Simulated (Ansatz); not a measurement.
hcp Ti was calculated with r²SCAN-D4 (PAW; Ansatz, a quantum-chemistry and plane-wave program).

Run with plane-wave cutoff 500 eV, 30×30×16 k mesh (along the axes of the cell as run), Fermi–Dirac smearing 0.1 eV, no spin polarisation, scalar-relativistic PAW data made under PBE.

Computed at the level's own relaxed cell.

**Question.** Estimate the volume per atom, lattice parameter a and lattice parameter c that the calculation returns.

**Answer.** 
- volume per atom = 17.24 Å³/atom
- lattice parameter a = 2.931 Å
- lattice parameter c = 4.633 Å

Measured, for comparison: lattice constant a 2.950 Å, lattice parameter c 4.683 Å (293 K, no zero-point or thermal correction; as tabulated in Wikipedia's data pages). Computed (rounded) less measured: lattice constant a -0.6 %, lattice parameter c -1.1 %. A static lattice is as a rule a little smaller and stiffer than an uncorrected measurement, which can account for part of this.

Static lattice: no zero-point or thermal effects.
